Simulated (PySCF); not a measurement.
Silicon: a sound run and one with changed settings

Sound run: Si [Ne] 3s2 3p2, Si⁺ [Ne] 3s2 3p1. Computed with PySCF 2.14 in aug-cc-pVDZ-DK, with the spin-free X2C one-electron Hamiltonian (Gaussian nucleus). In the sound run the correlated levels freeze [Ne]. The sound run starts from symmetry-adapted Hartree-Fock orbitals and uses a fine grid where one is needed.

A second run was set up differently.

| species | method | sound run (hartree) | changed run (hartree) | converged |
| --- | --- | --- | --- | --- |
| Si | MP2 | -289.49943 | -289.50534 | yes |
| Si | CCSD(T) | -289.52019 | -289.52589 | yes |
| Si⁺ | MP2 | -289.20721 | -289.21318 | yes |
| Si⁺ | CCSD(T) | -289.22628 | -289.23212 | yes |

Ionisation energy of Si:

```
 method  sound run (eV)  changed run (eV)
    UHF           7.640             7.640
    MP2           7.952             7.950
SCS-MP2           7.873             7.870
   CCSD           7.981             7.977
CCSD(T)           7.998             7.994
```

Q: What was changed?
A. basis contracted for another Hamiltonian
B. minimal basis
C. all electrons correlated in a valence basis
D. level shift left on

A: C. A valence basis has no tight correlating functions, so it recovers only part of the core correlation, and not evenly between atom and ion.
